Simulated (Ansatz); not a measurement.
A nudged elastic band was laid between two geometries of AlH3O + H3P (9 atoms, charge 0, multiplicity 1).

Method: RKS PBE0-D4/def2-SVP (Ansatz).

| Property | Result |
| --- | --- |
| movable images | 7 |
| climbing image | yes |
| spring | 5.0 eV/Å² |
| optimiser | quadratic models (default) |
| start path | through a guess of the saddle point |
| force threshold | 0.05 eV/Å |
| iteration limit | 60 |
| end points | relaxed |

Initial state:

```xyz
9
Properties=species:S:1:pos:R:3
Al 0.216 -0.046 0.261
O -0.297 -0.669 1.772
H -1.210 -0.828 2.019
H 1.782 0.010 0.049
H -0.854 0.248 -0.878
P 0.219 3.119 1.389
H 1.522 2.651 1.036
H -0.371 2.719 0.147
H -0.137 1.906 2.061
```

Final state:

```xyz
9
Properties=species:S:1:pos:R:3
Al 0.373 0.491 0.227
O -0.373 -0.202 1.984
H -1.185 -0.726 1.947
H 1.779 -0.247 0.111
H -0.851 0.070 -0.716
P 0.338 2.708 1.074
H 1.656 3.108 0.709
H -0.320 3.335 -0.024
H -0.549 0.573 2.544
```

Task: What changes between the two ends?

Result: Bonds broken: P6–H9. Bonds formed: Al1–P6, O2–H9. AlH3O + H3P becomes AlH6OP.

Task: What energy profile does the band end with?

Result: The run converged. The highest image is number 3 of 0 to 8, 0.72 eV above the first end and 0.82 eV above the last; the last end lies 0.10 eV below the first. A vibrational analysis at the climbing image gives one clearly imaginary mode, 1130i cm⁻¹: a first-order saddle point. The orbitals stay closed-shell, which can raise the energy where a bond breaks towards radicals; this wasn't checked here.

```tsv
image	path coordinate (Å)	energy (eV)	P6–H9 (Å)	Al1–P6 (Å)	O2–H9 (Å)
0	0.00	0.00	1.43	3.36	2.60
1	0.42	0.03	1.44	3.17	2.21
2	0.83	0.30	1.48	2.88	1.75
3	1.24	0.72	1.70	2.65	1.29
4	1.53	0.47	1.93	2.53	1.07
5	1.82	0.19	2.11	2.43	1.00
6	2.11	0.01	2.30	2.39	0.98
7	2.40	-0.08	2.50	2.38	0.98
8	2.69	-0.10	2.74	2.37	0.97
```

Task: What is the geometry of the highest image?

Result: 
```xyz
9
Properties=species:S:1:pos:R:3
Al 0.369 0.338 0.251
O -0.327 -0.182 1.884
H -1.200 -0.584 1.976
H 1.915 0.036 0.099
H -0.695 0.219 -0.924
P 0.067 2.691 1.433
H 1.458 2.668 1.122
H -0.404 2.819 0.091
H -0.313 1.106 1.925
```

Task: What are the harmonic wavenumbers there?

Result: 1130i, 149, 256, 331, 399, 416, 465, 497, 510, 641, 696, 762, 790, 1075, 1226, 1500, 1931, 1959, 2415, 2443, 3881 cm⁻¹.

Run time: 6.5 min on 1 thread of Intel(R) Xeon(R) Platinum 8259CL CPU @ 2.50GHz (Skylake/Cascade Lake), on a shared host, peak memory 0.19 GiB.
